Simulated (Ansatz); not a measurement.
**[BCl2]+ (SMILES Cl[B+]Cl) at BCCD(T)/STO-3G**

What is the energy change on altering one bond length of [BCl2]+ at BCCD(T)/STO-3G? 

Program for the calculation: Ansatz 0.2.0.

6 further runs of the same task are left out: 6 that didn't finish.

## 1. Starting point

[BCl2]+: 3 atoms, total charge +1, spin state singlet. SMILES: `Cl[B+]Cl`. The coordinates come from a GFN2-xTB relaxation.

Bond lengths: Cl1–B2 1.572 Å, B2–Cl3 1.572 Å. Angles: Cl1–B2–Cl3 179.8°.

## 2. The energy at BCCD(T)/STO-3G

run.yaml reads:

```yaml
crystal:
  periodic: [false, false, false]
  atoms:
    - symbol: Cl
      position_ang: [-1.238380, 0.766480, -0.591300]
    - symbol: B
      position_ang: [0.000740, 0.001360, 0.000550]
    - symbol: Cl
      position_ang: [1.237640, -0.767840, 0.590740]
basis:
  gaussian: {orbitals: STO-3G}
total_charge: 1
accuracy: high
correlation: {method: bccd_t, frozen_orbitals: {B: 1, Cl: 5}}
scf: {omitted_lower_state_checks: [cluster_reference, increment]}
```

Launch:

```bash
$ ansatz run run.yaml --threads 1 --pin off --max-ram 2610MiB --events-out events.jsonl --progress --plain --runs-dir runs
```

The program printed, shortened:

```text
Warning: RAYON_NUM_THREADS=1 ignored (pool sized by the plan → 1); use --threads N
Functional definition: HF
  name "HF"
[...]
399 factors; integrals over basis functions are off by at most 2.4e-8 eV
[...]
mean field -25395.56102525 eV, -933.2696539484 hartree, gradient 7.4e-8 eV, S^2 0.000000; 0 other end points of the search recorded, 0 dependent functions left out
11 core orbitals not correlated: weight in the atoms' cores, before any rotation towards them, 1.000 or more for the frozen orbitals, at most 0.000 for the correlated occupied ones
reference -25395.56102525 eV, -933.2696539484 hartree; 8, 8 occupied and 4, 4 virtual orbitals, 399 factors
second order -2.05661834 eV of doubles, -0.00000000 eV of singles
cycle   1  -2.06516326 eV  change   -8.5e-3 eV  update   8.6e-2
[...]
cycle  17  -2.22142991 eV  change  -5.6e-10 eV  update  7.7e-10
perturbative correction -0.20528871 eV, -0.0075442211 hartree
Total energy: -25397.98774387 eV, -933.3588342128 hartree
Checks for a lower state left out: cluster_reference, increment
```

Run time: 0.22 s. Hardware: 1 thread of Arm Neoverse V2, shared host.

## 3. The distorted shape at the same level

job.yaml reads:

```yaml
crystal:
  periodic: [false, false, false]
  atoms:
    - symbol: Cl
      position_ang: [-1.548182, 0.957774, -0.739273]
    - symbol: B
      position_ang: [0.000740, 0.001360, 0.000550]
    - symbol: Cl
      position_ang: [1.237640, -0.767840, 0.590740]
basis:
  gaussian:
    orbitals: STO-3G
scf:
  omitted_lower_state_checks: [cluster_reference, increment]
accuracy: high
correlation:
  method: bccd_t
  frozen_orbitals: {B: 1, Cl: 5}
total_charge: 1
```

Launch:

```bash
$ ansatz run job.yaml --threads 1 --pin off --max-ram 2610MiB --events-out events.jsonl --progress --plain --runs-dir runs
```

The program printed, shortened:

```text
Warning: RAYON_NUM_THREADS=1 ignored (pool sized by the plan → 1); use --threads N
[... 2 set-up lines as earlier in the session ...]
[...]
392 factors; integrals over basis functions are off by at most 2.5e-8 eV
[...]
mean field -25394.55200064 eV, -933.2325729779 hartree, gradient 1.2e-8 eV, S^2 0.000000; 0 other end points of the search recorded, 0 dependent functions left out
11 core orbitals not correlated: weight in the atoms' cores, before any rotation towards them, 1.000 or more for the frozen orbitals, at most 0.000 for the correlated occupied ones
reference -25394.55200064 eV, -933.2325729779 hartree; 8, 8 occupied and 4, 4 virtual orbitals, 392 factors
second order -2.11427045 eV of doubles, -0.00000000 eV of singles
cycle   1  -2.17130571 eV  change   -5.7e-2 eV  update   1.1e-1
[...]
cycle  20  -2.40175389 eV  change  -1.4e-10 eV  update  5.0e-10
perturbative correction -0.24478580 eV, -0.0089957121 hartree
Total energy: -25397.19854032 eV, -933.3298315174 hartree
Checks for a lower state left out: cluster_reference, increment
```

It took 0.22 s on 1 thread of Arm Neoverse V2, shared host.

## 4. What came out

At BCCD(T)/STO-3G, 11 core orbitals frozen:

```
                                                          quantity          value
                                         first shape: total energy  -933.35883 Eh
         first shape: correlation energy (11 core orbitals frozen)      -89.2 mEh
                                       first shape: (T) correction      -7.54 mEh
                                     distorted shape: total energy  -933.32983 Eh
     distorted shape: correlation energy (11 core orbitals frozen)      -97.3 mEh
                                   distorted shape: (T) correction      -9.00 mEh
energy change with the Cl1–B2 bond stretched from 1.572 to 1.965 Å       0.789 eV
```

With the Cl1–B2 bond stretched from 1.572 to 1.965 Å the energy rises by 0.79 eV (76.1 kJ/mol). The first shape isn't relaxed at this level, so the change isn't measured from a minimum. The minimal basis adds a large error of its own. The triples (first shape) make up 8.5 % of the correlation energy. The triples (distorted shape) make up 9.2 % of the correlation energy.
